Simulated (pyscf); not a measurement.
`[Cl][GeH][Cl]` [doublet] + `[H][H]` -> `[Cl][GeH2][Cl]` + `[H]` [doublet], a hydrogen abstraction (doublet surface; H–H broken, Ge–H formed). PySCF, gas phase, ωB97X-D3(BJ)/def2-SVP geometries. Energies in kcal/mol from the separated reactants.

Small-basis levels: PySCF, no dispersion term, spherical d functions. AM1 to PM7: differences of heats of formation from MOPAC, which are fitted to 298 K values and so differ in kind from electronic energies by zero-point and thermal terms. GFN2-xTB: tblite. Open shells are spin-unrestricted. 

```csv
level,barrier,reaction energy
SVWN5/6-31G*+LANL2DZ,19.8,+26.3
B3LYP/3-21G,25.1,+26.6
B3LYP/LANL2DZ,27.1,+27.9
M06-2X/6-31G*+LANL2DZ,24.4,+21.2
B3LYP/def2-SVP,23.7,+24.4
GFN2-xTB,12.6,+14.0
AM1,42.0,+47.1
PM3,43.2,+56.5
PM7,52.0,+61.9
ωB97M-D3(BJ)/def2-TZVP,25.9,+23.0
```

Against the last row the barrier runs from -13.3 (GFN2-xTB) to +26.0 kcal/mol (PM7). At SVWN5/6-31G*+LANL2DZ, B3LYP/3-21G, B3LYP/LANL2DZ, B3LYP/def2-SVP, GFN2-xTB, AM1, PM3, PM7 this geometry lies under one side, so the entry may be no barrier of that level: it is a single point on another level's saddle. ωB97M-D3(BJ)/def2-TZVP has limits of its own. One saddle was located; it need not be the lowest between these sides. The angle at the transferred H is 178°. In the def2 sets elements up to Kr have no core potential.
